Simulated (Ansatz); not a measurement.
System: fcc Au. Method: PBEsol (Ansatz, a program for electronic structure, PAW).

A relaxed, unreconstructed slab of the (310) face has 20 atoms, two equal faces of 26.358 Å² each and an energy of -260137.8589 eV. A bulk cell of 10 atoms with the same orientation and in-plane k mesh has -130071.0026 eV. Energies are extrapolated to zero smearing.

Numerical settings: plane-wave cutoff 500 eV, 14×10×1 k mesh (along the axes of the cell as run), Fermi–Dirac smearing 0.1 eV, scalar-relativistic PAW data made under PBE.

Worked out: γ = (E_slab − N E_bulk per atom)/2A = [-260137.8589 − 20 × (-130071.0026/10)]/(2 × 26.358) = 0.0787 eV/Å². With 16.022 J/m² per eV/Å² this is 1.26 J/m², or 2.07 eV per surface cell and face.
